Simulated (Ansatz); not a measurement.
**Si$_{2}$, triplet: the ladder up to UCCSDT(Q)**

Geometry: that of the Si2, singlet, kept fixed.

```yaml
atoms:
  - { symbol: Si, position_ang: [0.0000, 0.0000, 0.0000] }
  - { symbol: Si, position_ang: [0.0000, 0.0000, 2.2861] }
```

Basis cc-pVTZ; Ansatz 0.2.0. Only valence electrons are correlated (noble-gas cores frozen), which leaves 8 electrons in 58 orbitals. Prefix R: restricted or restricted open-shell reference; prefix U: unrestricted. Active spaces: valence = (8e, 8o) chosen from the atoms' valence shells.

Full CI isn't at hand for all of this; UCCSDT(Q) serves as the reference, and is uncertain by about the last step of the cluster series. The frozen core follows each run's orbitals, which can shift R against U totals by a few meV.

For open shells CISD is restricted-active-space CI with the open shells as a complete middle space.

The UHF ⟨S²⟩ is 2.018, the T1 diagnostic (RCCSD) is 0.0211 and the largest doubles amplitude (RCCSD) is 0.090. The T1 diagnostic (UCCSD) is 0.0193.

```json
{"level": "RHF", "E − E(UCCSDT(Q)) (kJ/mol)": "544.7", "share of correlation (%)": "0.00", "wall time": "–"}
{"level": "UHF", "E − E(UCCSDT(Q)) (kJ/mol)": "534.6", "share of correlation (%)": "1.86", "wall time": "–"}
{"level": "RMP2", "E − E(UCCSDT(Q)) (kJ/mol)": "116.4", "share of correlation (%)": "78.62", "wall time": "–"}
{"level": "UMP2", "E − E(UCCSDT(Q)) (kJ/mol)": "119.3", "share of correlation (%)": "78.10", "wall time": "–"}
{"level": "CISD", "E − E(UCCSDT(Q)) (kJ/mol)": "74.4", "share of correlation (%)": "86.34", "wall time": "4.1 s"}
{"level": "RCCSD", "E − E(UCCSDT(Q)) (kJ/mol)": "38.0", "share of correlation (%)": "93.02", "wall time": "–"}
{"level": "UCCSD", "E − E(UCCSDT(Q)) (kJ/mol)": "37.4", "share of correlation (%)": "93.13", "wall time": "–"}
{"level": "RCCSD(T)", "E − E(UCCSDT(Q)) (kJ/mol)": "7.3", "share of correlation (%)": "98.66", "wall time": "11 s"}
{"level": "UCCSD(T)", "E − E(UCCSDT(Q)) (kJ/mol)": "7.4", "share of correlation (%)": "98.65", "wall time": "14 s"}
{"level": "BCCD(T)", "E − E(UCCSDT(Q)) (kJ/mol)": "7.3", "share of correlation (%)": "98.66", "wall time": "11 s"}
{"level": "RCCSDT", "E − E(UCCSDT(Q)) (kJ/mol)": "2.5", "share of correlation (%)": "99.55", "wall time": "–"}
{"level": "UCCSDT", "E − E(UCCSDT(Q)) (kJ/mol)": "2.4", "share of correlation (%)": "99.57", "wall time": "–"}
{"level": "RCCSDT(Q)", "E − E(UCCSDT(Q)) (kJ/mol)": "0.1", "share of correlation (%)": "99.98", "wall time": "55 s"}
{"level": "CASSCF (valence space)", "E − E(UCCSDT(Q)) (kJ/mol)": "402.3", "share of correlation (%)": "26.14", "wall time": "–"}
{"level": "NEVPT2 (valence space)", "E − E(UCCSDT(Q)) (kJ/mol)": "92.2", "share of correlation (%)": "83.06", "wall time": "4.1 s"}
{"level": "MRCISD (valence space)", "E − E(UCCSDT(Q)) (kJ/mol)": "37.8", "share of correlation (%)": "93.06", "wall time": "–"}
{"level": "MRCISD+Q (valence space)", "E − E(UCCSDT(Q)) (kJ/mol)": "1.5", "share of correlation (%)": "99.72", "wall time": "5.5 s"}
{"level": "MRCISD+Q(relaxed) (valence space)", "E − E(UCCSDT(Q)) (kJ/mol)": "-0.4", "share of correlation (%)": "100.07", "wall time": "6 s"}
```

The correlation energy at UCCSDT(Q), counted from RHF, is -5.646 eV. That run took 59 s on 1 thread of AMD EPYC 7R43, shared host.

Times hold each run's SCF and search for its determinant on a shared host, so for small cases they say little of a method's own cost; they ran on 1 thread of AMD EPYC 7R43.

Natural occupations of CASSCF (valence space) about the gap: 1.978 1.956 1.955 0.984 0.984 0.050 0.050 0.040; effectively unpaired electrons, Σ n²(2−n)², 2.04.
